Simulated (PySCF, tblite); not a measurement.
# C2H4Be, a complex of two parts: NMR shifts, interaction energy, infrared bands, spin-spin couplings and core binding energies

An exercise on one series of results from a longer session: the logs are not shown, and one member is left open.

Computed with tblite 0.8.0 and PySCF 2.14.0; each step states its level. No surroundings beyond the atoms listed, unless a continuum is named. Atoms count from 0, parts from 1.

## The system as given

7 atoms, charge 0, multiplicity 1; geometry: rigid parts in contact. Parts: 1 = atoms 0–2, `[BeH2]`, charge 0; 2 = atoms 3–6, `C#C`, charge 0.

Set-up of the first run:

Job settings and geometry (Å):

```
{"job": {"kind": "dock", "xc": "GFN2-xTB", "basis": "xTB"}, "charge": 0, "multiplicity": 1, "parts": [{"atoms": "0-2", "charge": 0, "multiplicity": 1}, {"atoms": "3-6", "charge": 0, "multiplicity": 1}]}
Be    -0.000024     0.000003    -0.000122
H      0.260737    -1.244408     0.141471
H     -0.260713     1.244406    -0.141349
C     -1.981223    -1.450975    -1.538004
C     -0.942455    -2.013130    -1.711198
H     -2.894701    -0.956833    -1.385825
H     -0.028931    -2.507176    -1.863514
```

Level: GFN2-xTB search for minima from random contacts, gas phase.

Command:

```bash
$ OMP_NUM_THREADS=1 python cluster_run.py task.json out
```

One launch serves the whole session: the jobs run in the order shown.

Steps of the session up to this table: Search for minima with GFN2-xTB; Geometry optimisation at PBE0-D3(BJ)/def2-TZVPD; NMR shieldings: PBE0/pcSseg-2; Coupled-cluster interaction energy: CCSD(T) and MP2.

One table of the session follows, with a row left open; its other results are not shown here.

It belongs to the step «Coupled-cluster interaction energy: CCSD(T) and MP2». 

```
                 method  interaction energy (kcal/mol)
         HF/aug-cc-pVDZ                         -10.89
        MP2/aug-cc-pVDZ                              ?
       CCSD/aug-cc-pVDZ                         -13.66
    CCSD(T)/aug-cc-pVDZ                         -14.30
         HF/aug-cc-pVQZ                         -12.00
        MP2/aug-cc-pVQZ                         -18.63
    SCS-MP2/aug-cc-pVQZ                         -16.22
      MP2, extrapolated                         -19.13
CCSD(T), limit estimate                         -18.61
```

Estimate the missing values for MP2/aug-cc-pVDZ.

**Answer.** interaction energy (kcal/mol): -14.82. In the column «interaction energy (kcal/mol)» it lies between SCS-MP2/aug-cc-pVQZ (-16.22) and CCSD(T)/aug-cc-pVDZ (-14.30).

Caveats from the session: The interaction energy leaves out the deformation of the parts, 10.92 kcal/mol at MP2. So large a deformation means that a part is far from its own minimum, so a sum across the two methods would be rough.
